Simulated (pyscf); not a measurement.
Optimised with ωB97X-D3(BJ)/def2-SVP in PySCF. Correlated levels are frozen-core, on RHF or UHF. ΔMP2 is the change of the MP2 total energy from the triple- to the quadruple-zeta basis.

Question: PBE/def2-TZVP puts the barrier of SiH₄ (SMILES [SiH4]) + Cl–GeH₃ (SMILES [Cl][GeH3]) → H₃Si–GeH₃ (SMILES [SiH3][GeH3]) + HCl (SMILES Cl) (four-centre exchange; singlet surface; H–Si, Cl–Ge broken, Ge–Si, Cl–H formed) at 48.3 kcal/mol and the reaction energy at +11.3 kcal/mol, from the separated reactants. What do r²SCAN/def2-TZVP, ωB97M-D3(BJ)/def2-TZVP, CCSD(T)/def2-TZVPP + ΔMP2(QZVPP) give on the same structures?

Answer: r²SCAN: ΔE‡ = 51.5 kcal/mol, ΔE = +13.0 kcal/mol; ωB97M-D3(BJ): ΔE‡ = 57.4 kcal/mol, ΔE = +14.0 kcal/mol; CCSD(T): ΔE‡ = 57.1 kcal/mol, ΔE = +12.3 kcal/mol. PBE's barrier lies under all of them, by 3.1 to 9.1 kcal/mol. Its reaction energy lies under all of them, by 1.1 to 2.8 kcal/mol. At the saddle there is also a short Ge–H contact that neither side keeps. One saddle was located; it need not be the lowest between these sides. The CCSD(T) − MP2 part came from Ansatz, without density fitting, on the same reference. The frozen core leaves the outer d or s,p core shells of the metals and heavy elements correlated in the MP2 and CC values, and def2-TZVPP describes them poorly, which can shift differences by a few kcal/mol. Elements up to Kr have no core potential and no relativistic terms here.
